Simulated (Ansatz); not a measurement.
This script for Ansatz 0.2.0 through its Python package starts 3 runs on H₂SSi, SMILES [SiH]S. What input does the engine get in each?

`h2ssi_cas.py`:
```python
# -*- coding: utf-8 -*-
"""Static correlation in H2SSi: natural occupations of an active space."""

from dataclasses import dataclass
import warnings

import ansatz as az


@dataclass
class Options:
    basis: str = "6-31G*"


cfg = Options()

GEOMETRY = """
Si   -0.10840   -1.01350    0.23790
S     0.12230    1.09230   -0.28820
H     0.97210   -1.41030    1.02130
H    -0.93050    1.27110   -0.99130
"""


def main():
    warnings.simplefilter("ignore", az.DeckWarning)

    mol = az.Crystal.molecule()
    for line in GEOMETRY.strip().splitlines():
        symbol, *xyz = line.split()
        mol = mol.atom(symbol, [float(v) for v in xyz])

    model = mol.calculation()
    model = model.basis(gaussian=cfg.basis).correlation(active_electrons=6, active_orbitals=7)
    for method in [None, "sc_nevpt2", "fic_mrcisd_q"]:
        r = (model if method is None else model.correlation(method)).run().report
        space = r["configurations"]
        state = space["states"][0]
        print(method or "casscf", f"total {r['free_energy_ev'] / 27.211386246:.6f} Ha, active-space state {state['energy']['hartree']:.6f} Ha, mean field {r['reference_energy_ev'] / 27.211386246:.6f} Ha")
        print("  determinants", state["n_determinants"], " natural occupations", [round(n, 3) for n in space["natural_occupations"]])
    print("effectively unpaired electrons, sum of min(n, 2 - n):", round(sum(min(n, 2 - n) for n in space["natural_occupations"]), 3))


if __name__ == "__main__":
    main()
```

Run 1:
```yaml
crystal:
  periodic: [false, false, false]
  atoms:
    - { symbol: Si, position_ang: [-0.1084, -1.0135, 0.2379] }
    - { symbol: S, position_ang: [0.1223, 1.0923, -0.2882] }
    - { symbol: H, position_ang: [0.9721, -1.4103, 1.0213] }
    - { symbol: H, position_ang: [-0.9305, 1.2711, -0.9913] }
basis:
  gaussian:
    orbitals: "6-31G*"
correlation:
  active_space:
    window:
      electrons: 6
      orbitals: 7
```

Run 2, against run 1:
```diff
+  method: sc_nevpt2
```

Run 3, against run 1:
```diff
+  method: fic_mrcisd_q
```

```console
$ python h2ssi_cas.py
casscf total -687.610156 Ha, active-space state -687.610156 Ha, mean field -687.553182 Ha
  determinants 1225  natural occupations [1.982, 1.979, 1.968, 0.026, 0.018, 0.017, 0.01]
RunWarning: the results are in doubt because another end's mean lies 0.098 eV lower, and its corrected mean 0.292 eV higher
sc_nevpt2 total -687.747012 Ha, active-space state -687.606283 Ha, mean field -687.553182 Ha
  determinants 1225  natural occupations [1.98, 1.977, 1.921, 0.069, 0.033, 0.01, 0.01]
fic_mrcisd_q total -687.780669 Ha, active-space state -687.606283 Ha, mean field -687.553182 Ha
  determinants 1225  natural occupations [1.98, 1.977, 1.921, 0.069, 0.033, 0.01, 0.01]
effectively unpaired electrons, sum of min(n, 2 - n): 0.244
```
(Warnings from the package without file and line, repeats left out.)

What to keep in mind:
- These settings explore the input space; basis and method may be short of convergence.
- The geometry is a force-field or estimated start, not a minimum of this method, and the basis set is short of its limit. The active space starts as a window about the frontier orbitals and is then optimised, not chosen by chemistry.
- A lower CASSCF solution was found and passed over, so the printed active-space state isn't the lowest.
- The script silences the warnings on its input, which a real study should read.
- Finished in 48 s on 1 thread of Arm Neoverse V1, on a shared host, peak memory 0.23 GiB.

(Lines on the test bed's own set-up are left out of the output.)
